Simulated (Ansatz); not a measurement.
## Ansatz (development build ahead of 0.2.0) run

```yaml
crystal:
  periodic: [false, false, false]
  atoms:
    - { symbol: O, position_ang: [0.79664, 1.25569, 0.38524] }
    - { symbol: H, position_ang: [1.15195, 1.25916, 1.25997] }
    - { symbol: H, position_ang: [0.35213, 0.42155, 0.29653] }
    - { symbol: O, position_ang: [-0.73337, -1.1652, -0.38299] }
    - { symbol: H, position_ang: [-0.29613, -1.45077, -1.17215] }
    - { symbol: H, position_ang: [-1.54412, -0.77141, -0.67149] }
basis:
  gaussian: { orbitals: def2-SVP }
magnetization:
  spin_polarized: true
  initial_magnetization: 2
hamiltonian:
  xc: hf
output:
  forces: true
```

The input is written out in the form of the current development build from the run's settings.

Results

| Quantity | Value |
| --- | --- |
| Converged | yes |
| Total energy | -151.67028 hartree |
| Spin squared of the determinant | 2.006 |
| Stability test | minimum |

Forces (eV/Å):
```
atom      Fx      Fy      Fz
  O1  -1.751   2.364  -7.200
  H2   3.090   0.119   7.494
  H3  -1.311  -2.511  -0.202
  O4   0.100   0.234  -0.033
  H5  -0.011  -0.124  -0.048
  H6  -0.116  -0.082  -0.011
```
